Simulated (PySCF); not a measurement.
## Dipole moment and polarisability of `CC(=S)CF`

Species: C₃H₅FS.
Numbering: `[CH3:1][C:2](=[S:3])[CH2:4][F:5]` (hydrogens: H6, H7, H8 on C1; H9, H10 on C4)

Geometry (PBE0-D3(BJ)/def2-SVP, Å), atoms numbered from 1 in this order:
```
atom  x, y, z in Å
C1    -1.276    0.032   -0.262
C2     0.063    0.581    0.086
S3     0.413    2.165    0.183
C4     1.143   -0.434    0.357
F5     0.692   -1.722    0.249
H6    -1.198   -0.603   -1.161
H7    -1.628   -0.638    0.540
H8    -2.000    0.837   -0.430
H9     1.971   -0.279   -0.357
H10    1.544   -0.275    1.373
```

Level: CAM-B3LYP/def2-SVPD (PySCF), static field, nuclei fixed, core orbitals frozen in the response. The polarisability tensor in these axes (au):

```
x   59.14  4.09  3.58
y    4.09 75.34  1.23
z    3.58  1.23 46.22
```

Task: Give the principal values, the mean and the anisotropy Δα = √{½[(α1 − α2)² + (α2 − α3)² + (α1 − α3)²]}.

Result: Principal values 45.30, 58.96 and 76.45 au; mean 60.23 au = 8.93 Å³ = 9.93 × 10⁻⁴⁰ C²·m²/J; Δα = 27.05 au (45 % of the mean).

Task: What is the dipole moment, and where does it point?

Result: (-0.31, -1.05, -0.11) D, 1.10 D in size, pointing from the negative to the positive side. Measured along this direction, the outermost atoms are S3 at the negative end and F5 at the positive end.

Task: In a dilute gas of rigid molecules at 298 K, how does the orientational term μ²/3kT compare with the electronic polarisability?

Result: In Gaussian units μ²/3kT = 9.80 Å³ against 8.93 Å³, a ratio of 1.10; the Debye molar polarisation (4π/3)N_A(α + μ²/3kT) is 47.2 cm³/mol, leaving out the vibrational part.

Task: Refractivity n − 1 of an ideal gas of it at 273.15 K and 1 atm, from the electronic α?

Result: N = p/kT = 2.6868 × 10¹⁹ cm⁻³, so n − 1 = 2π × N × 8.93 × 10⁻²⁴ cm³ = 1507 × 10⁻⁶ at long wavelengths.

Task: Directions of the eigenvectors, and the extent of the frame along each?

Result: Largest value along (0.24, 0.97, 0.07), where the nuclei span 3.69 Å; middle along (0.94, -0.25, 0.24), 4.03 Å; least along (-0.25, -0.01, 0.97), 1.78 Å. The strongest response doesn't lie along the longest of the three spans.

One conformer (not necessarily the lowest) at the PBE0-D3(BJ)/def2-SVP geometry, without solvent, vibrations or thermal averaging.

The run behind these numbers computed excited states and ΔSCF ions as well. The run took 57 s wall on one thread of an x86-64 server, on a shared host.
